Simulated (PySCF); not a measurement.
```xyz
3
charge 0 multiplicity 1, angstrom
S     0.0000    0.0000   -0.6594
S     1.6495    0.0000    0.3297
S    -1.6495    0.0000    0.3297
```

All numbers come from B3LYP in PySCF with S def2-TZVP; no relativity; density-fitted integrals.

This geometry of S₃ is a stationary point at this level.

Question: What is the point group?

Answer: C2v.

Question: Is it a minimum?

Answer: Yes: all harmonic wavenumbers are real.

Question: List the harmonic modes with their infrared intensities.

Answer: 
```json
{"symmetry": "a1", "ω (cm⁻¹)": "264", "IR (km/mol)": "1.0"}
{"symmetry": "a1", "ω (cm⁻¹)": "596", "IR (km/mol)": "2.6"}
{"symmetry": "b2", "ω (cm⁻¹)": "686", "IR (km/mol)": "129"}
```

Question: Give the atomic charges and bond orders.

Answer: 
```
atom  Mulliken  Löwdin  polar tensor  Mayer order to S1
  S1      0.24    0.14          0.66                  –
S2,3     -0.12   -0.07         -0.33               1.71
```
Other Mayer orders above 0.3: S–S 0.46.

In C2v the vibrations span 2a1 + b2. Here b1 is antisymmetric to the molecular plane and b2 lies in it.

Only a few start shapes were tried, so a lower isomer may exist.
